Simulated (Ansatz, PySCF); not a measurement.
System: CHCl₂, net charge -1, singlet state. It need not be the lowest isomer of its formula. Whether it binds its extra electron was not tested at this geometry. 
Coordinates optimised at B3LYP-D3(BJ)/def2-TZVP (Ansatz, a program for electronic structure):
```xyz
4

C     -0.1830     0.0048     0.9555
Cl     0.0201     1.5331    -0.2129
Cl    -0.0058    -1.5346    -0.2026
H      0.8548    -0.0027     1.3294
```
Charge -1, spin multiplicity 1.

Total electronic energies in hartree. Cores are frozen in the correlated levels unless marked. Spin-orbit coupling is left out. Non-relativistic. CBS(X,Y): correlation extrapolated as X^-3; Hartree-Fock from the larger set. The bracket is a focal-point correction in the basis named.

```csv
level,program,energy (Eh)
HF/cc-pVTZ,Ansatz,-957.45333
HF/cc-pwCVTZ,Ansatz,-957.45505
revPBE/def2-TZVPD,Ansatz,-958.96156
M06-L-D4/def2-TZVPD,PySCF + dftd4,-959.10988
PBE0-D4/def2-TZVP,Ansatz + dftd4,-958.77810
TPSSh-D4/def2-TZVPD,PySCF + dftd4,-959.17361
B2GP-PLYP-D3(BJ)/def2-TZVPD,Ansatz + dftd3,-958.73605
RPA@PBE/cc-pV(T+d)Z,Ansatz,…
MP2/6-31G,Ansatz,-957.47845
MP2/6-31G*,Ansatz,-957.74194
MP2/aug-cc-pV(D+d)Z,Ansatz,-957.88448
RI-MP2/aug-cc-pV(T+d)Z,Ansatz,-958.03245
SCS-MP2/STO-3G,Ansatz,-947.05330
SCS-MP2/aug-cc-pV(D+d)Z,Ansatz,-957.87094
SCS-MP2/cc-pV(T+d)Z,Ansatz,-958.00075
CCSD/6-31G,Ansatz,-957.50279
CCSD/6-31G*,Ansatz,-957.77769
CCSD/cc-pwCVTZ,Ansatz,-958.05584
CCSD(T)/STO-3G,Ansatz,-947.06658
CCSD(T)/6-31G,Ansatz,-957.50822
CCSD(T)/cc-pVTZ,Ansatz,-958.07112
"RI-MP2/CBS(aug-cc-pV(T+d)Z,aug-cc-pV(Q+d)Z)+[CCSD(T)-MP2]/aug-cc-pV(D+d)Z",Ansatz,-958.1713
"RI-MP2/CBS(aug-cc-pV(T+d)Z,aug-cc-pV(Q+d)Z)+[CCSD(T)-MP2]/aug-cc-pV(T+d)Z",Ansatz,-958.1843
```

### Question
What belongs in the gaps?

### Answer

- RPA@PBE/cc-pV(T+d)Z, energy (Eh): -958.33695
